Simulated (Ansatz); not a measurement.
Ansatz (a quantum-chemistry and plane-wave program) input (CCSD(T)/cc-pVQZ):

Ansatz 0.2 input:
```yaml
crystal:
  periodic: [false, false, false]
  atoms:
    - {symbol: C, position_ang: [-0.00000000, -0.00000000, -0.59839493]}
    - {symbol: C, position_ang: [0.00000000, 0.00000000, 0.59839493]}
    - {symbol: H, position_ang: [0.00000000, 0.00000000, 1.66106699]}
    - {symbol: H, position_ang: [-0.00000000, -0.00000000, -1.66106699]}
basis:
  gaussian:
    orbitals: cc-pVQZ
magnetization: {spin_polarized: false}
correlation: {method: ccsd_t, electrons: outside_noble_gas}
```

End of the output:

```
integrals: 0.51 GiB planned
990 factors; integrals over basis functions are off by at most 1.3e-3 eV
mean field: 0.41 GiB planned
mean field evaluation 1: about -2089.8385 eV, gradient 2.4e1 eV
mean field evaluation 2: about -2089.8416 eV, gradient 2.4e1 eV
mean field evaluation 4: about -2091.3184 eV, gradient 1.8e0 eV
mean field evaluation 8: about -2091.3291 eV, gradient 3.4e-5 eV
mean field evaluation 16: about -2091.3291 eV, gradient 1.1e-1 eV
mean field -2091.32913565 eV, -76.8549281814 hartree, gradient 1.7e-6 eV, S^2 0.000000; 0 other end points of the search recorded, 0 dependent functions left out
2 core orbitals not correlated
reference -2091.32913565 eV, -76.8549281814 hartree; 5, 5 occupied and 163, 163 virtual orbitals, 990 factors
second order -8.93300659 eV of doubles, -0.00000000 eV of singles
coupled cluster: 1.22 GiB planned
cycle   1  -8.82693209 eV  change    1.1e-1 eV  update   7.3e-2
cycle   2  -9.09712875 eV  change   -2.7e-1 eV  update   2.3e-2
cycle   3  -9.15706081 eV  change   -6.0e-2 eV  update   1.1e-2
cycle   4  -9.15881911 eV  change   -1.8e-3 eV  update   2.9e-3
cycle   5  -9.16090602 eV  change   -2.1e-3 eV  update   7.9e-4
cycle   6  -9.16103388 eV  change   -1.3e-4 eV  update   1.9e-4
cycle   7  -9.16109964 eV  change   -6.6e-5 eV  update   4.0e-5
cycle   8  -9.16112290 eV  change   -2.3e-5 eV  update   1.1e-5
cycle   9  -9.16112051 eV  change    2.4e-6 eV  update   2.5e-6
perturbative correction -0.47742365 eV, -0.0175449954 hartree
Total energy: -2100.96767981 eV, -77.2091381458 hartree
```
